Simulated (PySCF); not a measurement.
# Where does hydrogen chloride take a proton?

Molecule: hydrogen chloride, `Cl` (HCl). Optimised structure (Å), atoms numbered from 1:
```
Cl    0.6454   -0.0058   -0.0056
H    -0.6397    0.0084   -0.0227
```

Level of theory: ωB97X-D3(BJ)/def2-TZVP single points in PySCF, grid level 2; every species was optimised with PBE0-D3(BJ)/def2-SVP. Zero-point and thermal terms (298.15 K, 1 bar) come from unscaled PBE0-D3(BJ)/def2-SVP harmonic frequencies, with soft modes damped to free rotors in the entropy.

```jsonl
{"site": "Cl1 (chlorine)", "product": "[H2Cl]+", "PA / kJ/mol": "568", "GB / kJ/mol": "542"}
```

PA is −ΔH and GB is −ΔG of B + H⁺ → BH⁺ in the gas phase.

In DMSO the product from Cl1 is solvated 322 kJ/mol more strongly than the parent (electrostatics only).

Against the Active Thermochemical Tables (version 1.112): Cl1 559 (computed 568, error 9) kJ/mol.

Measured values (NIST Chemistry WebBook, evaluated or the median of agreeing entries): proton affinity (−ΔH) 557 kJ/mol (computed 568, difference 11); gas-phase basicity (−ΔG) 530 kJ/mol (computed 542, difference 11).

Structures, frequencies and single points took 4.3 s of wall time on 1 thread of Arm Neoverse V2 (shared host), launched as `OMP_NUM_THREADS=1 python redox_run.py task.json out`.

Differences come from unrounded values, so a last digit can differ from that of the printed terms.
